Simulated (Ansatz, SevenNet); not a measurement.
# hcp Sc: properties by level of theory

Reference values: lattice constant a 3.309 Å (measured, 293 K, no zero-point or thermal correction; as tabulated in Wikipedia's data pages); lattice parameter c 5.268 Å (measured, 293 K, no zero-point or thermal correction; as tabulated in Wikipedia's data pages).

```
level (code)     lattice parameter a (Å)  lattice parameter c (Å)
---------------  -----------------------  -----------------------
SevenNet-l3i5                      3.315                    5.195
PBE-D4 (Ansatz)                    3.285                    5.126
r²SCAN (Ansatz)                    3.330                    5.192
```

Differences from the reference values (errors of the level alone only where the reference is corrected to a static lattice):

| level | lattice constant a (%) | lattice parameter c (%) |
|---|---|---|
| SevenNet-l3i5 | +0.18 | -1.39 |
| PBE-D4 | -0.73 | -2.70 |
| r²SCAN | +0.63 | -1.44 |

Nearest: lattice constant a, not ranked (reference at room or unstated temperature); lattice parameter c, not ranked (reference at room or unstated temperature).

Machine-learned potentials (SevenNet-l3i5) are trained on DFT data: a solid inside that data is no test of them.

Ansatz's density-functional and Hartree–Fock values are scalar-relativistic unless marked +SOC, with PAW data made under PBE.

The crystal itself was run without spin with PBE-D4, r²SCAN; a magnetic state was not tried in these runs.

Differences are worked out from the printed values.

Computed values are for the static lattice.

Ansatz is a quantum-chemistry and plane-wave program.
